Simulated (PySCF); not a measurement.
Species: benzvalene, C6H6.
Numbering: `[CH:1]1=[CH:2][C@H:3]2[C@H:4]3[C@@H:5]1[C@@H:6]23`

NICS = −σ at a ghost point: NICS(0) at the centroid of the ring atoms, NICS(1) 1 Å to either side along the normal of their mean plane, zz for the tensor component along that normal. Level: GIAO PBE0/pcSseg-2 (PySCF, non-relativistic, gas phase) on the PBE0-D3(BJ)/def2-TZVP geometry, one conformer.

Ring bond lengths (Å), with Mayer bond orders in brackets: C1–C2 1.331 (1.91), C2–C3 1.501 (1.02), C3–C4 1.516 (0.99), C4–C5 1.517 (0.99), C5–C1 1.501 (1.02); C3–C4 1.516 (0.99), C4–C6 1.439 (0.88), C6–C3 1.517 (0.99); C4–C5 1.517 (0.99), C5–C6 1.517 (0.99), C6–C4 1.439 (0.88).

Task: Give the NICS values of each ring in ppm.

Result: 
```csv
ring,type,NICS(0),"NICS(1), two faces","NICS(1)zz, two faces",rms pucker (Å),"centre to ring atoms, mean (Å)"
C1–C2–C3–C4–C5,"5-membered carbocycle; formal bonds 1 double, 4 single",-9.0,-11.3 / -2.7,-1.2 / -3.6,0.20,1.23
C3–C4–C6,3-membered carbocycle; formal bonds all single,-42.9,-7.8 / -15.9,-23.4 / -24.6,0.00,0.86
C4–C5–C6,3-membered carbocycle; formal bonds all single,-42.9,-15.9 / -7.8,-24.6 / -23.4,0.00,0.86
```

Task: What do they say, and how far can they be read as aromaticity?

Result: 
- C1–C2–C3–C4–C5: mean NICS(1)zz -2.4 ppm, near zero. C3, C4, C5 have four or more neighbours, so the value isn't read as a sign of a π ring current.
- C3–C4–C6: mean NICS(1)zz -24.0 ppm, shielded. C3, C4, C6 have four or more neighbours, so the value isn't read as a sign of a π ring current. NICS(0) lies 31 ppm below the mean NICS(1).
- C4–C5–C6: mean NICS(1)zz -24.0 ppm, shielded. C4, C5, C6 have four or more neighbours; no verdict on aromaticity is drawn. NICS(0) lies 31 ppm below the mean NICS(1).

Task: At the second NICS(1) probe listed for ring C4–C5–C6, 1 Å off the ring, how large is the induced field along the normal in 7.05 T applied along it?

Result: NICSzz × B0 = -23.4 ppm × 7.05 T = -165 μT, against the applied field.

Task: How shielded are the nuclei of the rings and their hydrogens (means over atoms taken as equivalent)?

Result: 
```json
{"atoms": "C1 (×2)", "environment": "alkene CH carbon", "σ isotropic (ppm)": "40.1"}
{"atoms": "C3 (×2)", "environment": "sp3 carbon at a ring junction", "σ isotropic (ppm)": "145.9"}
{"atoms": "C4 (×2)", "environment": "sp3 carbon at a ring junction", "σ isotropic (ppm)": "129.7"}
{"atoms": "H on C1 (×2)", "environment": "vinylic hydrogen", "σ isotropic (ppm)": "25.21"}
{"atoms": "H on C3 (×2)", "environment": "methine hydrogen", "σ isotropic (ppm)": "29.67"}
{"atoms": "H on C4 (×2)", "environment": "methine hydrogen", "σ isotropic (ppm)": "27.47"}
```

Time: 22 s wall, 53 s CPU (with the writing of density and orbital grids); peak memory 2.0 GiB. Hardware: 2 threads, Intel Xeon 6975P-C (x86_64) (shared host). This is the whole shielding run at PBE0/pcSseg-2, SCF included.
